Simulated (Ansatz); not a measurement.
System: AlF3, charge 1, multiplicity 2. SMILES of the parent species: [F][Al]([F])[F]
Structure (B3LYP-D3(BJ)/def2-TZVP (Ansatz, a program for electronic structure) minimum search):
```
Al
F 1 1.6395
F 1 1.6395 2 136.19
F 1 1.6889 2 111.91 3 -180.00
```
Charge +1, spin multiplicity 2.

Parts of the frozen-core correlation energy in 6-31G* (Ansatz, hartree). Frozen orbitals: 8; correlated occupied orbitals by spin: 12 and 11; virtual: 44 and 45. Open shells are spin-unrestricted. No spin-orbit coupling. Non-relativistic.

```
term                            value
-------------------------  ----------
reference (HF)             -539.95461
MP2 opposite-spin            -0.37570
MP2 same-spin                     ___
CCSD correlation                  ___
(T)                               ___
T1 diagnostic                   0.040
largest doubles amplitude       0.036
<S^2> of the reference          0.754
```

### Question
Fill in the missing entries.

### Answer

- MP2 same-spin, value: -0.14362
- CCSD correlation, value: -0.53333
- (T), value: -0.01035
